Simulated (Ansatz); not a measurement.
## CH3MgO, SMILES C[O][Mg]: a relaxed scan of one distance, step by step

Program: Ansatz's Python interface.

Interactive session:
```pycon
>>> import warnings
>>> import ansatz
>>> import numpy as np
>>> BASIS_SET = "def2-SVP"
>>> XC = "pbe"
>>> warnings.simplefilter("ignore", ansatz.DeckWarning)
>>> geometry_ang = [
...     ("C", (0.5093, -0.1778, 0.0392)),
...     ("O", (-0.306, 0.9299, -0.4479)),
...     ("Mg", (-2.2287, 0.4112, -0.0745)),
...     ("H", (0.2469, -1.0508, -0.5106)),
...     ("H", (1.5381, 0.0685, -0.166)),
...     ("H", (0.2824, -0.2451, 1.1136)),
... ]
>>> molecule = ansatz.Crystal.molecule()
>>> for symbol, xyz in geometry_ang:
...     molecule = molecule.atom(symbol, xyz)
...
>>> calculation = molecule.calculation().basis(gaussian=BASIS_SET).functional(XC).spin("collinear", total=1)
>>> symbols = [site.symbol for site in molecule.cartesian_sites]
>>> pairs = [(0, 1), (0, 3), (0, 4), (0, 5), (1, 2)]
>>> print("held (A)   E (eV)        ", "  ".join(f"{symbols[i]}{i}-{symbols[j]}{j}" for i, j in pairs))
held (A)   E (eV)         C0-O1  C0-H3  C0-H4  C0-H5  O1-Mg2
>>> for length in [0.98, 1.06, 1.15, 1.28, 1.44]:
...     r = calculation.relax(constraints=[ansatz.DistanceConstraint((0, 3), at=length)], force_tolerance=0.02, max_steps=60).run().report
...     xyz = np.array(r["positions_ang"])
...     print(f"{length:6.2f} {r['free_energy_ev']:14.5f}  ", "  ".join(f"{np.linalg.norm(xyz[i] - xyz[j]):.3f}" for i, j in pairs))
...
  0.98    -8565.52806   1.391  0.980  1.119  1.119  1.798
  1.06    -8565.84384   1.387  1.060  1.119  1.119  1.800
  1.15    -8565.88684   1.381  1.150  1.119  1.119  1.801
  1.28    -8565.62991   1.371  1.280  1.117  1.117  1.803
  1.44    -8565.10184   1.357  1.440  1.116  1.116  1.810
```

Total energies depend on the basis set; only differences at equal settings carry meaning. The energies are electronic: no zero-point or thermal terms, and the basis set is short of its limit. The run takes the species as open-shell (spin multiplicity 2), which needn't be its ground state. The script silences the warnings on its input, which a real study should read. Finished in 2.1 min on 1 thread of Arm Neoverse V1, on a shared host, peak memory 0.23 GiB.
